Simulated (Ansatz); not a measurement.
# Changing the shape of N₂, singlet

Computed with Ansatz's Gaussian-basis code (development build). Basis aug-cc-pVTZ, nonrelativistic, no frozen core; active space CAS(6,6). Restricted Hartree–Fock, then the lowest state-specific CASSCF solution met for each case. On stretched bonds single-reference methods can fail or change state. Solutions in different active orbitals can move differences by tenths of an eV and at times more than 1 eV.

Case A: bond length 1.9764 Å. A bond is stretched, to 1.39 times the sum of the covalent radii.

Case B: bond length 1.5372 Å.

Case C: bond length 3.2940 Å. A bond is stretched, to 2.32 times the sum of the covalent radii.

Energy less that of case A, in eV:

```tsv
case	RHF/ROHF	CASSCF
B	-5.528	-3.355
C	+4.205	+0.446
```

**Question.** Give the SC-NEVPT2 energies against case A.

**Answer.** B: -3.640 eV (-83.9 kcal/mol); C: +0.893 eV (20.6 kcal/mol).

**Question.** Which case is lowest, and do the methods agree?

**Answer.** B is lowest in SC-NEVPT2. Of the methods shown, RHF/ROHF, CASSCF agree.
